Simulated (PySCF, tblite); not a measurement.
ammonium and 4 × ammonia

A gas-phase complex of ammonium and 4 × ammonia; charge +1, singlet. The structure comes from a short search (6 tight-binding starts) and was relaxed by PBE0-D3(BJ)/def2-SVPD; another way of binding may lie lower. No frequency run checks that it is a minimum.

Parts: 1 = ammonium ([NH4+]), atoms 1–5, charge +1; 2 = ammonia (N), atoms 6–9; 3 = ammonia (N), atoms 10–13; 4 = ammonia (N), atoms 14–17; 5 = ammonia (N), atoms 18–21.

Coordinates in Å:
```
N1     -0.168   -0.397    0.465
H2     -0.571   -1.359    0.355
H3     -0.835    0.307    0.069
H4     -0.012   -0.196    1.482
H5      0.745   -0.335   -0.047
N6      2.372   -0.190   -0.962
H7      2.488    0.721   -1.403
H8      2.473   -0.878   -1.706
H9      3.178   -0.313   -0.353
N10    -2.015    1.566   -0.657
H11    -2.233    1.375   -1.633
H12    -1.643    2.514   -0.631
H13    -2.908    1.600   -0.169
N14     0.265    0.176    3.297
H15    -0.271   -0.435    3.909
H16    -0.001    1.128    3.544
H17     1.238    0.074    3.578
N18    -1.311   -3.067    0.153
H19    -1.971   -3.117   -0.621
H20    -1.822   -3.375    0.978
H21    -0.609   -3.782   -0.028
```

Contacts between parts, classed by geometry: H3···N10 1.872 Å (hydrogen bond, 179°); H4···N14 1.873 Å (hydrogen bond, 180°); H2···N18 1.873 Å (hydrogen bond, 179°); H5···N6 1.873 Å (hydrogen bond, 179°).

Interaction energies are complex less parts, with the parts frozen as they stand in it; counterpoise-corrected, in kcal/mol (PySCF).

Give the interaction energy at each level run.


```tsv
level	interaction	superposition error removed
wB97M-D3(BJ)/def2-SVPD	-77.73	-3.82
PBE0-D3(BJ)/def2-SVPD	-81.56	-3.73
```

What holds them together? Decompose the wB97M-D3(BJ)/def2-SVPD energy: frozen parts, their antisymmetrised product, then relaxation.

electrostatic -96.0, Pauli repulsion +56.3, orbital relaxation -37.3, dispersion correction -4.6 kcal/mol, which sum to the value before the counterpoise correction; the Pauli term holds the exchange-correlation of the frozen density too. Of the attraction, 70 % is electrostatic, 27 % is orbital relaxation, 3 % is dispersion correction.

The parts were also relaxed and run alone, at the levels used for the complex: shieldings by PBE0/pcSseg-1; core levels by delta-SCF with SCAN, pcX-2 on the ionised atom and pcseg-1 elsewhere, spin-free X2C.

What does binding change?


```
              property   alone  in the complex  change
        N1–H3 bond (Å)   1.027           1.048  +0.021
 shielding of H3 (ppm)   26.21           22.03   -4.18
shielding of N10 (ppm)   266.6           249.6   -17.0
 shielding of H4 (ppm)   26.21           22.03   -4.18
shielding of N14 (ppm)   266.6           249.5   -17.1
 N1 1s core level (eV)  417.00          409.56   -7.45
N10 1s core level (eV)  405.54          409.27   +3.73
N14 1s core level (eV)  405.54          409.26   +3.72
```
